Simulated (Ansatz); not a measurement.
Two shapes of singlet CH3NO.

Shape 1:

```xyz
6

C     0.0000   -0.4117   -0.0523
O     0.0000   -0.3905    1.1538
N     0.0000    0.6799   -0.8543
H     0.0000   -1.3629   -0.6417
H     0.0000    0.5969   -1.8606
H     0.0000    1.6013   -0.4339
```

Shape 2:

```xyz
6

C     0.0000   -0.3788   -0.0481
O     0.0000   -0.3593    1.0615
N     0.0000    0.6255   -0.7860
H     0.0000   -1.2539   -0.5904
H     0.0000    0.5492   -1.7118
H     0.0000    1.4732   -0.3992
```

Basis set: 6-31G* (spherical functions). Frozen core: 3 orbitals. Charge 0, multiplicity 1.

Computed with Ansatz (development build ahead of 0.2.0); each method stands on the lowest determinant of its kind that the runs found.

**Question.** Which shape is lower in energy, and by how much in each method?

**Answer.**

```tsv
method	E(2) − E(1) (eV)
RHF	1.157
RHF-MP2	1.719
```

Shape 1 is lower. Caution: no unrestricted run beside it, a lower state can exist.
